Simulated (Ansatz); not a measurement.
Relaxation of C2H6N2 (10 atoms, charge 0, multiplicity 1), to a largest force component of 0.015 eV/Å in at most 40 steps.

The calculation used RKS PBE/def2-SVP (Ansatz).

```xyz
10
Properties=species:S:1:pos:R:3:forces:R:3
N -0.943 0.940 -0.707 -1.83 2.25 -1.67
C -0.913 -0.073 0.027 0.18 -0.84 0.52
C 0.385 -0.657 0.451 2.06 1.50 0.19
N 1.601 0.141 -0.081 -1.00 -0.37 1.98
H -1.976 1.203 -0.911 1.55 -0.37 0.31
H -1.821 -0.567 0.377 -0.58 -0.63 0.46
H 0.478 -0.665 1.562 -0.43 -0.23 -0.05
H 0.511 -1.675 0.103 -0.38 -1.07 -0.11
H 2.177 0.256 0.798 -0.29 0.09 -1.02
H 2.102 -0.579 -0.580 0.74 -0.33 -0.61
```

**Question.** Where does it end, and by what steps?

**Answer.** The run converged. After 38 steps the energy has fallen by 0.675 eV; H10 moved furthest, 1.75 Å.

```
step  energy less start (eV)  largest force component (eV/Å)  accepted
   0                  0.0000                           2.245       yes
   2                 -0.3489                           0.590       yes
   4                 -0.4055                           0.243       yes
   6                 -0.4399                           1.584       yes
   8                 -0.5597                           0.162       yes
  10                 -0.5445                           0.528        no
  12                 -0.6015                           0.198       yes
  14                 -0.6065                           0.088       yes
  16                 -0.6078                           0.120       yes
  18                 -0.6092                           0.109       yes
  20                 -0.6110                           0.156       yes
  22                 -0.6118                           0.252        no
  24                 -0.6175                           0.184       yes
  26                 -0.6224                           0.101       yes
  28                 -0.6259                           0.046       yes
  30                 -0.6337                           0.115       yes
  32                 -0.6523                           0.166       yes
  34                 -0.6629                           0.408       yes
  36                 -0.6656                           0.236       yes
  38                 -0.6751                           0.013       yes
```

```xyz
10
Properties=species:S:1:pos:R:3
N -0.658 0.638 -1.011
C -0.778 -0.171 -0.026
C 0.439 -0.641 0.744
N 1.725 -0.140 0.294
H -1.585 0.854 -1.415
H -1.758 -0.578 0.333
H 0.281 -0.380 1.818
H 0.439 -1.757 0.736
H 1.830 -0.391 -0.700
H 1.667 0.888 0.265
```

Whether the end is a true minimum wasn't checked by a vibrational analysis.

Time of the run: 3.1 min on 1 thread of Intel(R) Xeon(R) Processor @ 2.50GHz (Skylake/Cascade Lake), with other jobs on the host, peak memory 0.17 GiB.
